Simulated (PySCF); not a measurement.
Simulated outer-valence photoelectron spectrum of `C[SiH2]O`. Method: EOM-IP-CCSD/aug-cc-pVDZ in PySCF, restricted Hartree–Fock reference, frozen core, non-relativistic, gas phase, PBE0-D3(BJ)/def2-SVP geometry.

Each root has a Gaussian of 0.5 eV full width with its one-hole share as area; cross sections and vibrations are left out, and the highest printed point is 100.

```csv
ionisation energy (eV),intensity
10.2,0
10.4,5
10.6,26
10.8,54
11.0,46
11.2,21
11.4,27
11.6,53
11.8,47
12.0,17
12.2,3
12.4,3
12.6,22
12.8,67
13.0,100
13.2,74
13.4,27
13.6,4
13.8,2
14.0,14
14.2,54
14.4,98
14.6,87
14.8,37
15.0,7
15.2,1
15.4,5
15.6,25
15.8,52
16.0,45
16.2,16
16.4,2
16.6,0
16.8,0
17.0,0
17.2,0
17.4,0
17.6,0
17.8,0
18.0,0
18.2,6
18.4,27
18.6,53
18.8,43
19.0,14
19.2,2
19.4,0
```

Where are the maxima, and how many lines lie under the curve?

6 maxima, at 10.9, 11.7, 13.0, 14.5, 15.9 and 18.7 eV, from 8 lines. At this width some lines have no maximum of their own.

List the lines with their holes.

| E (eV) | leading hole (HF orbital) | area | Koopmans (eV) |
| --- | --- | --- | --- |
| 10.86 | HOMO | 0.95 | 11.89 |
| 11.67 | HOMO-1 | 0.95 | 12.43 |
| 12.92 | HOMO-2 | 0.94 | 14.35 |
| 13.11 | HOMO-3 | 0.95 | 14.48 |
| 14.37 | HOMO-4 | 0.95 | 15.34 |
| 14.56 | HOMO-5 | 0.95 | 15.57 |
| 15.87 | HOMO-6 | 0.93 | 17.19 |
| 18.65 | HOMO-7 | 0.92 | 20.16 |

The widest gap, 2.78 eV, lies between 15.87 and 18.65 eV. Only orbitals with −ε under 21 eV, eight at most, were ionised, so the high end of the curve may lack lines.

The values belong to the conformer `[CH3:1][SiH2:2][OH:3]`: H–O3–Si2–C1 67°.
